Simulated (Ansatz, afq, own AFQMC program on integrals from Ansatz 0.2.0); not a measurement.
CH$_{3}$B, singlet in cc-pVDZ, levels against CCSDT(Q)

| atom | x (Å) | y (Å) | z (Å) |
| --- | --- | --- | --- |
| B | -0.9345 | 0.0086 | 0.0074 |
| C | 0.5963 | -0.0055 | -0.0047 |
| H | 0.9628 | -1.0402 | -0.0025 |
| H | 0.9841 | 0.5112 | 0.8828 |
| H | 0.9698 | 0.5022 | -0.9035 |

Connectivity, by distances: B–CH3.

Basis cc-pVDZ. Noble-gas cores (and the filled d shells of Ga–Kr and In–Xe) are frozen. AFQMC by an in-house program on the Cholesky factors that Ansatz 0.2.0 writes for its CCSD(T) run. The CISD trial takes its coefficients from CCSD amplitudes. Released means that phaseless walkers are propagated on without the constraint, phases kept. Free AFQMC starts from the CCSD state and is never constrained. Its projection time is finite, and what remains of the start isn't in its error. ± is one standard error of the sampling.

Determinant: UHF, the one that the program's search chose, which needn't be the lowest solution. The geometry is a point of a scan.

No full CI on the walks' own integrals is used here; CCSDT(Q) serves as the reference and is uncertain by about the last step of the cluster series.

Cautions: higher spins were not checked; an unrestricted solution with more broken spin lies lower (73 meV, ⟨S²⟩ 0.32), while this determinant keeps restricted orbitals; the ph-AFQMC/HF walk drifts between its halves (2.8 errors).

The T1 diagnostic is 0.0114. The weight of the determinant in the CISD state is 0.873 and the ⟨S²⟩ of the determinant is 0.000. The size of the correlated space is 10 electrons in 41 orbitals.

Reference: CCSDT(Q), correlation energy -6.755 eV. The released energy is read at 2.40 1/Eh (meV from the phaseless value at times in 1/Eh: 9 ± 9 at 0.24, 8 ± 10 at 0.51, -1 ± 12 at 0.99, 22 ± 17 at 1.62, 41 ± 21 at 2.40).

| level | E − E(reference) (kJ/mol) | share of correlation (%) |
| --- | --- | --- |
| HF | 651.8 | 0.00 |
| MP2 | 118.5 | 81.82 |
| CCSD | 20.1 | 96.92 |
| CCSD(T) | 3.0 | 99.54 |
| CCSDT | 0.9 | 99.86 |
| ph-AFQMC/HF | 9.1 ± 5.9 | 98.61 |
| ph-AFQMC/CISD | -1.3 ± 1.3 | 100.20 |
| released AFQMC | 2.7 ± 2.0 | 99.59 |
| free AFQMC | 1.0 ± 1.1 | 99.84 |

Free projections are given only where their last times agree within the noise and don't stop above the reference; a slow remainder of the start can still hide under it. A walk keeps the symmetry of its determinant, which the program's search chose and which needn't be the lowest solution, so a lower state of the same spin and another symmetry isn't excluded. Released energies are given only where the last usable release times agree within the noise; a slower fall can still hide under it.
